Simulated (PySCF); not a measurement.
**Computed NMR parameters against published values**

Bonds (- single, = double, # triple, : aromatic): C1=C2 1.332 Å, C2-S3 1.773 Å, S3-C4 1.687 Å, C4#N5 1.162 Å. C1 carries H6, H7; C2 carries H8. H6 is cis to S3; H7 is trans to S3.

What is known from experiment: δ $^{1}$H H8 6.19; H7 5.70; H6 5.66 ppm (measured; solution, not stated per compound (mostly CDCl3 or CCl4); Pretsch, Buehlmann, Badertscher, Structure Determination of Organic Compounds, 4th ed. (2009)).

PySCF 2.14 calculation with NMR shieldings at B97-2/pcSseg-2/GIAO and geometry from PBE0-D3(BJ)/def2-SVP; in vacuum, one conformer, non-relativistic.

Question: How close does the calculation come?

Answer: 
Reference values: measured (solution, not stated per compound (mostly CDCl3 or CCl4); Pretsch, Buehlmann, Badertscher, Structure Determination of Organic Compounds, 4th ed. (2009)).
| atoms | quantity | reference | computed |
| --- | --- | --- | --- |
| H8 | δ $^{1}$H | 6.19 | 6.57 |
| H7 | δ $^{1}$H | 5.70 | 5.61 |
| H6 | δ $^{1}$H | 5.66 | 5.48 |

Computed shifts are σ(ref) − σ with the named reference compound (TMS for H and C) calculated as an isolated molecule at the same level.

Question: How far are the unscaled $^{1}$H shifts from the references?

Answer: Mean signed difference +0.04 ppm, mean absolute 0.22 ppm over 3 comparisons; the largest is +0.38 ppm at H8 (hydrogen on an alkene CH).

3 of the 6 published NMR values on file for this molecule are compared.
